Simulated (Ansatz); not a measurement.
# HSO− (SMILES O[S-]): functionals against CCSD(T) at one geometry

How do the functionals fare away from a minimum? The structure is a structure displaced at random from a GFN2-xTB minimum.

The runs use Ansatz 0.2.0, Gaussian basis; single points in def2-TZVPPD.

Cores are frozen in the correlated methods.

**1. Starting geometry**

3 atoms, charge -1, spin multiplicity 1.

Atoms are counted from 1 here; the program's logs count them from 0.

Bond lengths: O1–S2 1.742 Å, O1–H3 0.932 Å. Angles: S2–O1–H3 99.8°.

As a file:

```xyz
3
HOS
O    -0.13830   -0.55840   -0.13730
S     0.89970    0.63740    0.58920
H    -0.75410    0.00090   -0.55700
```

**2. CCSD(T)/def2-TZVPPD**

Input file run/in.yaml:

```yaml
crystal:
  periodic: [false, false, false]
  atoms:
    - {symbol: O, position_ang: [-0.138300, -0.558400, -0.137300]}
    - {symbol: S, position_ang: [0.899700, 0.637400, 0.589200]}
    - {symbol: H, position_ang: [-0.754100, 0.000900, -0.557000]}
basis:
  gaussian: {orbitals: "def2-TZVPPD.json"}
total_charge: -1
correlation: {method: ccsd_t}
output: {forces: true}
```

The basis file named in the input lies beside it (Basis Set Exchange, JSON).

The command line of these runs was not kept.

**3. PBE0-D4/def2-TZVPPD**

run/in.yaml: that of step 2 with these lines changed.

```diff
@@ -9,3 +9,3 @@
 total_charge: -1
-correlation: {method: ccsd_t}
-output: {forces: true}
+hamiltonian: {xc: pbe0, dispersion: d4}
+output: {forces: true, orbitals: {seedname: orbitals}}
```

**4. wB97M-V/def2-TZVPPD**

run/in.yaml: that of step 3 with these lines changed.

```diff
@@ -9,3 +9,3 @@
 total_charge: -1
-hamiltonian: {xc: pbe0, dispersion: d4}
-output: {forces: true, orbitals: {seedname: orbitals}}
+hamiltonian: {xc: {name: wB97M-V}}
+output: {forces: true}
```

**5. r2SCAN-D4/def2-TZVPPD**

run/in.yaml: that of step 4 with these lines changed.

```diff
@@ -9,3 +9,3 @@
 total_charge: -1
-hamiltonian: {xc: {name: wB97M-V}}
+hamiltonian: {xc: r2scan, dispersion: d4}
 output: {forces: true}
```

**6. PBE-D4/def2-TZVPPD**

run/in.yaml: that of step 5 with these lines changed.

```diff
@@ -9,3 +9,3 @@
 total_charge: -1
-hamiltonian: {xc: r2scan, dispersion: d4}
+hamiltonian: {xc: pbe, dispersion: d4}
 output: {forces: true}
```

**7. HSE06-D4/def2-TZVPPD**

run/in.yaml: that of step 6 with these lines changed.

```diff
@@ -9,3 +9,3 @@
 total_charge: -1
-hamiltonian: {xc: pbe, dispersion: d4}
+hamiltonian: {xc: hse06, dispersion: d4}
 output: {forces: true}
```

**8. r2SCAN0-D4/def2-TZVPPD**

run/in.yaml: that of step 7 with these lines changed.

```diff
@@ -9,3 +9,3 @@
 total_charge: -1
-hamiltonian: {xc: hse06, dispersion: d4}
+hamiltonian: {xc: {name: r2SCAN0}, dispersion: d4}
 output: {forces: true}
```

(Steps that only read results are left out.)

What does the calculation give? Wanted: RMS force component; RMS force error; HOMO and LUMO, PBE0-D4; T1 diagnostic.

**Answer**, as computed:

| quantity | value |
| --- | --- |
| RMS force component | 0.505 to 0.971 eV/Å over the methods |
| RMS force error | PBE0-D4 0.217, wB97M-V 0.162, r2SCAN-D4 0.069, PBE-D4 0.221, HSE06-D4 0.214, r2SCAN0-D4 0.328 eV/Å |
| HOMO and LUMO, PBE0-D4 | 0.51 and 3.96 eV |
| T1 diagnostic | 0.014 |

For forces r2SCAN-D4 does best and r2SCAN0-D4 worst. Frozen-core CCSD(T) forces in triple zeta carry basis errors of their own, and this is one geometry, so small gaps rank nothing.
